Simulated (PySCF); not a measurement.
Spectrum to structure. Computed with TDDFT wB97X-D/def2-SVPD, vertical, gas phase, core orbitals frozen in the response in PySCF. Geometries: GFN2-xTB, one conformer each.

| state | E (eV) | λ (nm) | f |
| --- | --- | --- | --- |
| S1 | 6.51 | 190.5 | 0.0000 |
| S2 | 6.82 | 181.9 | 0.019 |
| S3 | 6.90 | 179.8 | 0.0000 |
| S4 | 7.68 | 161.5 | 0.019 |
| S5 | 7.70 | 161.1 | 0.049 |
| S6 | 7.86 | 157.7 | 0.0000 |
| S7 | 8.04 | 154.1 | 0.048 |
| S8 | 8.27 | 149.9 | 0.015 |

Triplets computed (Tamm–Dancoff): 5.48, 6.02, 6.06 eV.

**Question.** Which structure fits? All have the formula C6H6.
A. `C#C[C@H]1[C@H]2C[C@@H]12`
B. `C=C1C=CC1=C`
C. `C1=CC2C=CC12`

**Answer.** A. Its S1, at 6.51 eV, is the highest among the candidates; the nearest of the others has S1 at 5.62 eV. S1 is HOMO→LUMO+5 (35%), HOMO→LUMO (25%), HOMO→LUMO+2 (23%). Löwdin shares by element: HOMO carbon 86% or more; LUMO carbon 37% or more, hydrogen 13% or more (atoms not listed hold the other 49%). At the same level the other candidates give, for their lowest levels:
- `C1=CC2C=CC12`: 5.62 eV (f 0.000); 6.08 eV (f 0.024); 7.10 eV (f 0.000); 7.14 eV (f 0.014); 7.32 eV (f 0.000); T1 4.04 eV; HOMO -8.79, LUMO 1.46 eV
- `C=C1C=CC1=C`: 5.18 eV (f 0.113); 5.33 eV (f 0.000); 6.46 eV (f 0.493); 6.50 eV (f 0.545); 7.00 eV (f 0.010); T1 3.22 eV; HOMO -8.54, LUMO 0.81 eV
